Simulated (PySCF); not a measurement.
Molecule: SMILES [BH3-]N[SiH3], [BH$_{7}$NSi]-.

Cartesian coordinates in Å; atom numbers follow the order of the lines, from 1:
```xyz
10

B     1.4284    0.4194    0.1661
N     0.2270   -0.4027   -0.4108
Si   -1.3968   -0.1758   -0.0734
H     2.3461    0.3757   -0.6412
H     1.0724    1.5658    0.3492
H     1.7975   -0.0771    1.2277
H     0.5159   -1.3497   -0.6082
H    -2.1770   -1.2069   -0.8211
H    -1.8740    1.1456   -0.5319
H    -1.9306   -0.2897    1.3212
```

Total charge -1.

Frames of a GFN2-xTB Langevin trajectory at 400 K; GIAO PBE0/pcSseg-1 shieldings in PySCF 2.14, gas phase, non-relativistic; equivalent atoms averaged within each frame.

Shifts are taken against calculated references (same method and geometry level): BF3·OEt2 for 11B (σref 100.07); NH3 for 15N (σref 267.73); 29Si (σref 349.16), 1H (σref 31.72) against TMS. The references are static minima.

**Question.** How do the shifts (ppm) fluctuate along the trajectory?

**Answer.** 
| time (fs) | B1 | N2 | Si3 | H8/H9/H10 | H4/H5/H6 | H7 |
| --- | --- | --- | --- | --- | --- | --- |
| 250 | -29.8 | 21.3 | -77.9 | 5.14 | 1.95 | -0.33 |
| 425 | -24.1 | 20.1 | -76.5 | 5.03 | 3.08 | -0.35 |
| 625 | -27.2 | 6.6 | -73.0 | 4.94 | 2.23 | -2.61 |
| 800 | -29.3 | 12.6 | -70.1 | 5.50 | 1.73 | -0.76 |
| 1000 | -22.2 | -21.5 | -65.7 | 4.23 | 3.52 | -2.26 |
| mean of frames | -26.5 | 7.8 | -72.6 | 4.97 | 2.50 | -1.26 |
| standard deviation | 3.3 | 17.5 | 5.0 | 0.46 | 0.76 | 1.09 |

5 frames give an uncertainty of the mean of about the standard deviation over 2.2 at best, since frames this close in time may not be independent; classical motion lacks zero-point vibration, and the reference would need the same averaging.
